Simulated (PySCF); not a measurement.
**How the functional moves excitation energies**

CH₃BO.
SMILES: `[BH3-]C#[O+]`

Linear-response calculations in the def2-SVPD basis (PySCF; singlets by full response, triplets Tamm–Dancoff, core orbitals frozen in the response; HF means time-dependent Hartree–Fock). 'Strongest' is the level of largest summed f among the singlets computed (10 roots, of which the last may lack a degenerate partner); it can jump between rows when another state enters that window. S1 is the lowest singlet of each run and needn't be the same state throughout; f(S1) is that of one state. Isolated species at its PBE0-D3(BJ)/def2-SVP geometry, gas phase.

```tsv
functional	kind	S1 (eV)	f(S1)	strongest (eV)	T1 (eV)	HOMO (eV)	gap (eV)	ionisation energy, ΔSCF (eV)
LDA	LDA	5.63	0.000	7.77	5.20	-8.36	5.63	12.17
PBE	GGA	5.72	0.000	7.79	5.21	-8.27	5.72	12.03
B3LYP	global hybrid, 20% exact exchange	6.12	0.000	8.06	5.52	-9.37	7.54	12.21
PBE0	global hybrid, 25% exact exchange	6.26	0.000	8.20	5.60	-9.57	8.05	12.16
BHandHLYP	global hybrid, 50% exact exchange	6.84	0.000	8.62	6.05	-10.82	10.41	12.19
CAM-B3LYP	range-separated hybrid	6.41	0.000	8.29	5.77	-10.97	10.58	12.24
wB97X-D	range-separated hybrid	6.40	0.000	8.29	5.83	-11.45	11.76	12.22
HF	Hartree–Fock	8.10	0.000	9.69	6.85	-12.82	14.70	not settled
```

Problem. What does LC-wPBE (range-separated hybrid) give?

Solution. S1 (eV) 6.68, f(S1) 0.000, strongest (eV) 8.50, T1 (eV) 5.98, HOMO (eV) -12.31, gap (eV) 13.16, ionisation energy, ΔSCF (eV) 12.26. S1 runs from 5.63 eV (LDA) to 8.10 eV (HF), a spread of 2.47 eV, while the orbital gap spreads over 9.1 eV. Along PBE (0%), B3LYP (20%), PBE0 (25%), BHandHLYP (50%), HF (100%) S1 rises with the share of exact exchange. −ε(HOMO) comes closest to its own ΔSCF ionisation energy with LC-wPBE (+0.05 eV) and misses most with LDA (-3.81 eV). 'Not settled' means that the ion's SCF failed to converge or may have ended in another state than the lowest.
